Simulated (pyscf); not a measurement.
Thermochemistry of product channels of Cl–SnH(Cl)–Cl + H₂O on the singlet surface, in kJ/mol, from ωB97M-D3(BJ)/def2-TZVP energies (ideal gas, 1 atm, RRHO with modes under 100 cm⁻¹ raised to 100, one conformer, R ln 2 for chiral ones without a mode under 150 cm⁻¹). Single points on ωB97X-D3(BJ)/def2-SVP structures (PySCF, gas phase).

```json
[
 {"products": "HO–Sn(Cl)(Cl)–Cl + H₂", "ΔE": "___", "ΔH(298 K)": "-5.5", "ΔG(298 K)": "-1.7", "ΔG(1200 K)": "-2.0"},
 {"products": "HCl + HO–SnH(Cl)–Cl", "ΔE": "___", "ΔH(298 K)": "+49.2", "ΔG(298 K)": "+47.1", "ΔG(1200 K)": "+36.2"}
]
```

### Question
Fill in the missing entries.

### Answer

- HO–Sn(Cl)(Cl)–Cl + H₂, ΔE: +5.4
- HCl + HO–SnH(Cl)–Cl, ΔE: +56.4

These are energies of the channels, which say nothing of barriers. Elements past Kr carry the def2 core potentials, without spin-orbit coupling.
